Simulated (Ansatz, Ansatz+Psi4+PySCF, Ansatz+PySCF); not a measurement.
```yaml
atoms:
  - { symbol: C, position_ang: [0.0155, 0.0046, -0.9147] }
  - { symbol: C, position_ang: [-0.2497, 0.0011, 0.5197] }
  - { symbol: Cl, position_ang: [1.3738, 0.0045, 1.4856] }
  - { symbol: H, position_ang: [0.1908, 0.9260, -1.4278] }
  - { symbol: H, position_ang: [0.2078, -0.9311, -1.4365] }
  - { symbol: H, position_ang: [-0.7533, 0.9017, 0.8731] }
  - { symbol: H, position_ang: [-0.7561, -0.9052, 0.8787] }
```

Basis set: cc-pVTZ on H, C; cc-pV(T+d)Z on Cl (spherical functions). Frozen core: 7 orbitals. Correlation on ROHF uses semicanonical orbitals with singles. Charge 0, multiplicity 2.

Computed with Ansatz (development build ahead of 0.2.0); each method stands on the lowest determinant of its kind that the runs found.

The atomization energy at this shape (free ground-state atoms in the same class of orbitals less the molecule, no zero-point energy) of doublet C2H4Cl:

```
  method  atomization energy
ROHF-MP2       2397.8 kJ/mol
    ROHF       1859.1 kJ/mol
```

What does UHF give?

1832.8 kJ/mol.
